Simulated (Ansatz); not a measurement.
Molecular dynamics of CH$_{4}$BCl

Input:

```yaml
crystal:
  periodic: [false, false, false]
  atoms:
    - { symbol: B, position_ang: [-0.10772, 0.502819, -0.333459] }
    - { symbol: H, position_ang: [-0.862167, -1.150301, -0.775933] }
    - { symbol: C, position_ang: [0.424907, 0.181636, 0.923974] }
    - { symbol: H, position_ang: [-0.15566, -1.207066, -1.089502] }
    - { symbol: Cl, position_ang: [-0.603573, 1.522231, -1.6348] }
    - { symbol: H, position_ang: [0.521923, -0.826642, 1.324946] }
    - { symbol: H, position_ang: [0.78229, 0.977424, 1.584774] }
magnetization:
  spin_polarized: true
basis:
  gaussian: { orbitals: def2-mTZVP }
hamiltonian:
  xc: pbe
md:
  timestep: 0.5
  n_steps: 200
  ensemble: nve
  temperature: 300.0
  initial_velocities: maxwell_boltzmann
  seed: 8655
```

Run as:

```bash
$ ansatz run input.yaml --threads 2 --pin off --max-ram 3072MiB --backend cpu --events-out ev --progress --plain --runs-dir out
```

It starts at the highest image of a converged band. Of that band: Neighbouring images differ by up to 1.3 eV, so the band resolves the path poorly. A vibrational analysis at the climbing image gives one clearly imaginary mode, 419i cm⁻¹: a first-order saddle point.

Output, in part (one step line in 7, the closing report, with atoms numbered from 0):

```
md step     0: t =     0.00 fs  T =   300.0 K  F+E_penalty+E_count = -14292.26683896 eV  E_kin = 0.193890 eV  conserved = -14292.07294896 eV  (30 SCF iters)
md step     7: t =     3.50 fs  T =   219.2 K  F+E_penalty+E_count = -14292.21403509 eV  E_kin = 0.141687 eV  conserved = -14292.07234833 eV  (33 SCF iters)
md step    14: t =     7.00 fs  T =   182.1 K  F+E_penalty+E_count = -14292.19018801 eV  E_kin = 0.117721 eV  conserved = -14292.07246672 eV  (33 SCF iters)
md step    21: t =    10.50 fs  T =   162.2 K  F+E_penalty+E_count = -14292.17754050 eV  E_kin = 0.104819 eV  conserved = -14292.07272160 eV  (34 SCF iters)
md step    28: t =    14.00 fs  T =   115.6 K  F+E_penalty+E_count = -14292.14700668 eV  E_kin = 0.074721 eV  conserved = -14292.07228598 eV  (33 SCF iters)
md step    35: t =    17.50 fs  T =   183.1 K  F+E_penalty+E_count = -14292.19103647 eV  E_kin = 0.118338 eV  conserved = -14292.07269888 eV  (33 SCF iters)
md step    42: t =    21.00 fs  T =   267.0 K  F+E_penalty+E_count = -14292.24535257 eV  E_kin = 0.172550 eV  conserved = -14292.07280223 eV  (32 SCF iters)
md step    49: t =    24.50 fs  T =   299.3 K  F+E_penalty+E_count = -14292.26584159 eV  E_kin = 0.193461 eV  conserved = -14292.07238028 eV  (32 SCF iters)
md step    56: t =    28.00 fs  T =   388.1 K  F+E_penalty+E_count = -14292.32359459 eV  E_kin = 0.250820 eV  conserved = -14292.07277443 eV  (32 SCF iters)
md step    63: t =    31.50 fs  T =   419.7 K  F+E_penalty+E_count = -14292.34379857 eV  E_kin = 0.271225 eV  conserved = -14292.07257319 eV  (32 SCF iters)
md step    70: t =    35.00 fs  T =   409.4 K  F+E_penalty+E_count = -14292.33686648 eV  E_kin = 0.264601 eV  conserved = -14292.07226572 eV  (32 SCF iters)
md step    77: t =    38.50 fs  T =   472.4 K  F+E_penalty+E_count = -14292.37801889 eV  E_kin = 0.305323 eV  conserved = -14292.07269618 eV  (31 SCF iters)
md step    84: t =    42.00 fs  T =   491.1 K  F+E_penalty+E_count = -14292.38985639 eV  E_kin = 0.317424 eV  conserved = -14292.07243215 eV  (32 SCF iters)
md step    91: t =    45.50 fs  T =   496.8 K  F+E_penalty+E_count = -14292.39352988 eV  E_kin = 0.321108 eV  conserved = -14292.07242217 eV  (32 SCF iters)
md step    98: t =    49.00 fs  T =   534.2 K  F+E_penalty+E_count = -14292.41812256 eV  E_kin = 0.345256 eV  conserved = -14292.07286703 eV  (33 SCF iters)
md step   105: t =    52.50 fs  T =   481.6 K  F+E_penalty+E_count = -14292.38372785 eV  E_kin = 0.311254 eV  conserved = -14292.07247420 eV  (32 SCF iters)
md step   112: t =    56.00 fs  T =   421.6 K  F+E_penalty+E_count = -14292.34502214 eV  E_kin = 0.272480 eV  conserved = -14292.07254209 eV  (34 SCF iters)
md step   119: t =    59.50 fs  T =   399.3 K  F+E_penalty+E_count = -14292.33083223 eV  E_kin = 0.258042 eV  conserved = -14292.07278976 eV  (35 SCF iters)
md step   126: t =    63.00 fs  T =   343.5 K  F+E_penalty+E_count = -14292.29431163 eV  E_kin = 0.222017 eV  conserved = -14292.07229496 eV  (26 SCF iters)
md step   133: t =    66.50 fs  T =   342.4 K  F+E_penalty+E_count = -14292.29376339 eV  E_kin = 0.221289 eV  conserved = -14292.07247396 eV  (33 SCF iters)
md step   140: t =    70.00 fs  T =   375.5 K  F+E_penalty+E_count = -14292.31532742 eV  E_kin = 0.242684 eV  conserved = -14292.07264336 eV  (33 SCF iters)
md step   147: t =    73.50 fs  T =   370.6 K  F+E_penalty+E_count = -14292.31178168 eV  E_kin = 0.239548 eV  conserved = -14292.07223395 eV  (34 SCF iters)
md step   154: t =    77.00 fs  T =   380.9 K  F+E_penalty+E_count = -14292.31869104 eV  E_kin = 0.246159 eV  conserved = -14292.07253188 eV  (33 SCF iters)
md step   161: t =    80.50 fs  T =   375.1 K  F+E_penalty+E_count = -14292.31509470 eV  E_kin = 0.242441 eV  conserved = -14292.07265350 eV  (34 SCF iters)
md step   168: t =    84.00 fs  T =   344.7 K  F+E_penalty+E_count = -14292.29514660 eV  E_kin = 0.222804 eV  conserved = -14292.07234229 eV  (34 SCF iters)
md step   175: t =    87.50 fs  T =   358.4 K  F+E_penalty+E_count = -14292.30429719 eV  E_kin = 0.231666 eV  conserved = -14292.07263123 eV  (30 SCF iters)
md step   182: t =    91.00 fs  T =   408.6 K  F+E_penalty+E_count = -14292.33680102 eV  E_kin = 0.264062 eV  conserved = -14292.07273892 eV  (32 SCF iters)
md step   189: t =    94.50 fs  T =   432.2 K  F+E_penalty+E_count = -14292.35177503 eV  E_kin = 0.279345 eV  conserved = -14292.07242961 eV  (32 SCF iters)
md step   196: t =    98.00 fs  T =   469.8 K  F+E_penalty+E_count = -14292.37626301 eV  E_kin = 0.303613 eV  conserved = -14292.07265024 eV  (32 SCF iters)
md step   200: t =   100.00 fs  T =   462.2 K  F+E_penalty+E_count = -14292.37106973 eV  E_kin = 0.298703 eV  conserved = -14292.07236626 eV  (30 SCF iters)
Total energy: -14292.37111674 eV, -525.2349508232 hartree
Atom 0 at     0.031506     0.885903    -0.202907 Å, force    -0.004020    -0.510511     0.684734 eV/Å
Atom 1 at    -1.086482    -3.860675    -2.390385 Å, force    -0.097739     0.406820    -0.109286 eV/Å
Atom 2 at     0.438489     0.253782     0.984468 Å, force     0.204411     0.565851     0.088822 eV/Å
Atom 3 at    -0.918437    -4.554846    -2.203828 Å, force     0.097989    -0.405882     0.109685 eV/Å
Atom 4 at    -0.617804     1.557253    -1.620103 Å, force     0.141593     0.046053     0.011522 eV/Å
Atom 5 at    -0.041732    -0.697700     1.296423 Å, force     0.334090     0.430376    -0.102561 eV/Å
Atom 6 at     1.178591     0.707023     1.704300 Å, force    -0.676324    -0.532707    -0.682915 eV/Å
Dipole moment:    -0.055746     0.075991    -0.104122 e Å
```

The run went to its last step. The conserved energy stayed within 0.11 meV per atom of its start (net change 0.083 meV per atom), so the integration is sound. The kinetic energy rose, since the run started high on the potential surface and went downhill. It ends in pieces (CH2BCl + H2), so much of that is their flight and rotation, not heat. A run of 0.1 ps of so small a system gives no equilibrium averages. The orbitals stay closed-shell, which can raise the energy where a bond breaks towards radicals; this wasn't checked here.

Between its relaxed ends the band would form H2–H4 and break B1–H2, C3–H4. These pairs go: H2–H4 0.78 → 0.74 Å, B1–H2 1.87 → 5.34 Å, C3–H4 2.51 → 5.93 Å. In the last frame they stand as after the step (other bonds may differ from the relaxed reactants and products). It ends as CH2BCl + H2. Pairs count as bonded within 1.25 times the sum of covalent radii (0.12 Å more for H–H).

Last frame:

```xyz
7
Properties=species:S:1:pos:R:3
B 0.032 0.886 -0.203
H -1.087 -3.861 -2.390
C 0.439 0.254 0.985
H -0.918 -4.555 -2.204
Cl -0.618 1.557 -1.620
H -0.042 -0.698 1.296
H 1.179 0.707 1.704
```

Run time: 7 min on 2 threads of Arm Neoverse N1, with other jobs on the host, peak memory 0.13 GiB.
